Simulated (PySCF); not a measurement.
dimethyl ether cation (C2H6O), SMILES COC (connectivity only; charge and spin as stated), charge +1, multiplicity 2.

The structure is a stationary point at PBE0-D3(BJ)/def2-TZVP. The multiplicity is an assumed one; other spin states were not compared.

Calculation: PySCF with B3LYP/def2-TZVPD.

Gas-phase values at a fixed geometry.

- total energy = -154.73668 hartree
- point group = C2
- α spin, highest occupied and lowest empty level = -15.90 and -5.04 eV
- β spin, highest occupied and lowest empty level = -16.62 and -12.13 eV
- dipole moment about the centre of nuclear charge = 0.94 D
- mean static polarisability = 32.6 bohr³ (4.83 Å³)
- polarisability, principal values = 24.7, 24.7, 48.3 bohr³
- ⟨S²⟩ = 0.754 (pure state 0.75)
